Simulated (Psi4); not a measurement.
Process, species as SMILES: O=C=S + H+ → O=C=[SH+]
B3LYP-D3(BJ)/def2-TZVP geometries, fixed; electronic energies without zero-point terms; positive where energy is released.
Largest species:
```xyz
4

O      0.3696     0.6925    -1.5532
C      0.1278     0.2560    -0.5478
S     -0.1936    -0.4855     0.8930
H     -0.6258     0.6926     1.4247
```
Charge +1, spin multiplicity 1.

Effect of the integral screening threshold at MP2/def2-TZVP with Psi4, against the last row, where the proton affinity is 149.68 kcal/mol. Cores are frozen. The proton sits at the site shown, which need not be the one that binds it best.

```tsv
setting	largest shift of a total energy (mEh)	shift of the proton affinity (kcal/mol)
ints_tolerance: 1e-6	-0.002	-0.001
ints_tolerance: 1e-8	0.000	0.000
ints_tolerance: 1e-10	0.000	0.000
ints_tolerance: 1e-14	0.000	0.000
```

Within 0.02 kcal/mol in the proton affinity: ints_tolerance: 1e-6; ints_tolerance: 1e-8; ints_tolerance: 1e-10. The largest shift is 0.002 mEh in a total energy and 0.001 kcal/mol in the difference.
